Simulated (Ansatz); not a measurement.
in.yaml

```yaml
crystal:
  periodic: [false, false, false]
  atoms:
    - {symbol: B, position_ang: [0.000000, 0.000000, 0.806500]}
    - {symbol: C, position_ang: [0.000000, 0.000000, -0.556100]}
    - {symbol: Si, position_ang: [0.000000, 0.000000, -2.231400]}
    - {symbol: H, position_ang: [0.000000, 0.000000, 1.981000]}
basis:
  gaussian: {orbitals: cc-pVTZ}
magnetization: {spin_polarized: false}
correlation: {method: ccsd_t, electrons: outside_noble_gas}
output: {forces: true}
```

```sh
$ ansatz run in.yaml --threads 1 --pin off --events-out ev --progress --plain --max-ram 4096MiB --backend cpu
```

Log:

```
642 factors; integrals over basis functions are off by at most 1.2e-3 eV
mean field evaluation 1: about -9574.0997 eV, gradient 3.9e1 eV
mean field evaluation 2: about -9574.1064 eV, gradient 3.9e1 eV
mean field evaluation 4: about -9578.1220 eV, gradient 3.6e0 eV
mean field evaluation 8: about -9578.1773 eV, gradient 3.8e-4 eV
mean field evaluation 16: about -9578.1707 eV, gradient 2.7e-1 eV
mean field -9578.17733665 eV, -351.9915248000 hartree, gradient 1.1e-6 eV, S^2 0.000000; 0 other end points of the search recorded, 0 dependent functions left out
7 core orbitals not correlated: weight in the atoms' cores, before any rotation towards them, 1.000 or more for the frozen orbitals, at most 0.000 for the correlated occupied ones
reference -9578.17733665 eV, -351.9915248000 hartree; 6, 6 occupied and 95, 95 virtual orbitals, 642 factors
second order -9.10942857 eV of doubles, -0.00000000 eV of singles
cycle   1  -9.14091779 eV  change   -3.1e-2 eV  update   1.0e-1
cycle   2  -9.48575632 eV  change   -3.4e-1 eV  update   3.5e-2
cycle   3  -9.57706302 eV  change   -9.1e-2 eV  update   1.7e-2
cycle   4  -9.57028046 eV  change    6.8e-3 eV  update   3.6e-3
cycle   5  -9.56953902 eV  change    7.4e-4 eV  update   1.4e-3
cycle   6  -9.56973530 eV  change   -2.0e-4 eV  update   4.5e-4
cycle   7  -9.56959725 eV  change    1.4e-4 eV  update   1.5e-4
cycle   8  -9.56960183 eV  change   -4.6e-6 eV  update   4.0e-5
cycle   9  -9.56961279 eV  change   -1.1e-5 eV  update   1.3e-5
cycle  10  -9.56960666 eV  change    6.1e-6 eV  update   4.2e-6
cycle  11  -9.56960588 eV  change    7.8e-7 eV  update   1.9e-6
perturbative correction -0.66183354 eV, -0.0243219340 hartree
the calculation of the forces begins
Total energy: -9588.40877607 eV, -352.3675232637 hartree
Atom 0 at     0.000000     0.000000     0.806500 Å, force    -0.000000    -0.000000     0.590376 eV/Å
Atom 1 at     0.000000     0.000000    -0.556100 Å, force     0.000000    -0.000000     0.060353 eV/Å
Atom 2 at     0.000000     0.000000    -2.231400 Å, force     0.000000     0.000000    -0.629758 eV/Å
Atom 3 at     0.000000     0.000000     1.981000 Å, force     0.000000     0.000000    -0.020970 eV/Å
Dipole moment:     0.000000    -0.000000     0.031228 e Å
```

Forces (eV/Å):
```
B    0.000  0.000  0.590
C    0.000  0.000  0.060
Si   0.000  0.000 -0.630
H    0.000  0.000 -0.021
```

Ran on 1 thread of AMD EPYC 7R13, shared host: 18 s wall, 0.57 GiB peak host memory.
